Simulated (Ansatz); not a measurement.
Geometry optimisation, RKS PBE0/def2-SVP in Ansatz.

Input:

```yaml
crystal:
  periodic: [false, false, false]
  atoms:
    - { symbol: Al, position_ang: [0.0, 0.0, 0.0] }
    - { symbol: F, position_ang: [1.2241, 0.0, 1.44] }
    - { symbol: H, position_ang: [1.739, 0.0, 0.2708] }
    - { symbol: H, position_ang: [-1.351, 0.0, -0.78] }
basis:
  gaussian: { orbitals: def2-SVP }
hamiltonian:
  xc: pbe0
relax:
  f_tol: 0.15
  max_steps: 25
  restrain:
    - { distance: [1, 2], at: 0.92, k: 30.0 }
    - { distance: [0, 1], at: 2.89, k: 30.0 }
    - { distance: [0, 2], at: 2.76, k: 30.0 }
```

Launched with:

```bash
$ ansatz run input.yaml --threads 1 --pin off --max-ram 2048MiB --backend cpu --events-out ev --progress --plain --runs-dir out
```

Q: Where does it end, and by what steps?

A: The run converged. The restraints hold the end off the free minimum. After 9 steps the energy has fallen by 1.030 eV (the restraints' own energy left out); Al1 moved furthest, 1.00 Å. Parted: Al1–F2 (1.89 → 2.88 Å). Joined: F2–H3 (1.28 → 0.93 Å).

| step | energy less start (eV) | largest force component (eV/Å) | accepted |
| --- | --- | --- | --- |
| 0 | 0.0000 | 3.031 | yes |
| 1 | 0.9464 | 6.046 | yes |
| 2 | 1.3873 | 8.081 | yes |
| 3 | 0.4412 | 7.122 | yes |
| 4 | -0.5667 | 2.633 | yes |
| 5 | -0.8790 | 0.327 | yes |
| 6 | -0.9560 | 0.204 | yes |
| 7 | -0.9957 | 0.164 | yes |
| 8 | -1.0218 | 0.278 | yes |
| 9 | -1.0298 | 0.192 | yes |

```xyz
4
Properties=species:S:1:pos:R:3
Al -0.119 0.000 -0.993
F 1.379 0.000 1.471
H 1.994 0.000 0.779
H -1.642 0.000 -0.327
```

Time of the run: 7 s on 1 thread of Intel(R) Xeon(R) CPU @ 2.60GHz (Ice Lake), with other jobs on the host, peak memory 0.12 GiB.
